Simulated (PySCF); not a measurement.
Molecule: `CCC#N`, C₃H₅N.

Structure with atom numbers: `[CH3:1][CH2:2][C:3]#[N:4]`; H(Xn) means a hydrogen on atom n.

Geometry PBE0-D3(BJ)/def2-SVP throughout; GIAO in PySCF 2.14.0 with density-fitted response routines, gas phase, one conformer, non-relativistic; equivalent atoms averaged; basis pcSseg-2.

Problem. How do the shifts δ (against TMS, NH3 at the same level) depend on the functional? (ppm; last column core-seconds on shared hosts with different chips, so compare them loosely)

Solution. 
```
functional                    kind     C3    C1    C2     N4  H(C2)  H(C1)  core-s
        HF            Hartree–Fock  131.8  13.9  11.0  301.6   2.03   1.29       9
       LDA                     LDA  129.8  10.7  12.0  307.9   2.24   1.11      24
       PBE                     GGA  124.6  13.1  13.8  294.1   2.22   1.16      19
      BLYP                     GGA  123.3  14.0  14.2  292.7   2.24   1.21      32
      BP86                     GGA  124.0  13.1  13.9  291.7   2.22   1.16      30
      OPBE                     GGA  121.8  13.5  14.7  284.5   2.21   1.14      31
       KT2                     GGA  116.3  13.4  14.1  276.1   2.29   1.17      31
       KT3                     GGA  115.5  14.5  15.0  272.7   2.28   1.20      30
     B97-D                     GGA  120.8  14.1  14.5  281.6   2.24   1.20      30
     B3LYP           global hybrid  126.6  13.7  13.5  296.6   2.18   1.22      23
      PBE0           global hybrid  128.2  13.0  13.0  298.0   2.15   1.18      22
  mPW1PW91           global hybrid  128.1  13.1  13.3  297.9   2.15   1.18      21
      WP04           global hybrid  123.2  15.2  16.2  286.4   2.16   1.22      14
     B97-2           global hybrid  125.4  13.6  13.7  289.7   2.16   1.19      13
 BHandHLYP           global hybrid  129.8  13.6  12.4  300.5   2.12   1.25      13
 CAM-B3LYP  range-separated hybrid  129.9  13.0  12.5  299.7   2.13   1.23      17
   wB97X-D  range-separated hybrid  129.3  13.2  13.1  297.1   2.10   1.19      17
   LC-wPBE  range-separated hybrid  134.1  12.3  12.1  299.2   2.02   1.18      24
```

Problem. Which nucleus moves most, in ppm?

Solution. N4 (nitrile nitrogen): from 272.7 ppm with KT3 to 307.9 ppm with LDA. The smallest spread is 0.17 ppm, at H(C1). Proton shifts span only some 12 ppm, so a few tenths of a ppm matter as much there as several ppm in carbon.
